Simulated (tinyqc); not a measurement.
Orbital energy against energy difference: ionisation energy by orbital energies and by energy differences in the cc-pvdz basis, for NH3, spin multiplicity 1. Computed by the program tinyqc with PySCF. 

Geometry (angstrom):

| atom | x | y | z |
|---|---|---|---|
| N | 0.0000 | 0.0000 | 0.5640 |
| H | 0.7880 | 0.0000 | 0.0000 |
| H | -0.3940 | 0.6820 | 0.0000 |
| H | -0.3940 | -0.6820 | 0.0000 |

CCSD(T) difference in the same basis = 11.7926 eV

IP-EOM-CCSD = 11.7071 eV

The cation is unrestricted; errors are against CCSD(T) in this basis, not against experiment.

First vertical ionisation energy (eV):

| method | -e(HOMO) | E(cation) - E | error of -e(HOMO) | error of the difference |
|---|---|---|---|---|
| HF | 12.9035 | 10.680959 | 1.1109 | -1.1117 |
| LDA | 6.6217 | 12.245352 | -5.1709 | 0.4527 |
| PBE | 6.6240 | 12.024352 | -5.1686 | 0.2317 |
| B3LYP | 8.0951 | 12.092397 | -3.6976 | 0.2998 |
| PBE0 | 8.4354 | 11.977817 | -3.3572 | 0.1852 |
| CAM-B3LYP | 9.9140 | 12.075276 | -1.8786 | 0.2827 |
| LC-wPBE | 11.4294 | 12.060457 | -0.3632 | 0.2678 |

Koopmans errs by +1.11 eV and Delta-HF by -1.11 eV: relaxation, 2.22 eV, lowers the value and the missing correlation difference works against it. The PBE level is off by -5.2 eV through the wrong tail of its potential, though its energy difference is off by +0.23 eV; exact exchange deepens the level, and among the orbital energies LC-wPBE comes closest; among the differences PBE0 does.
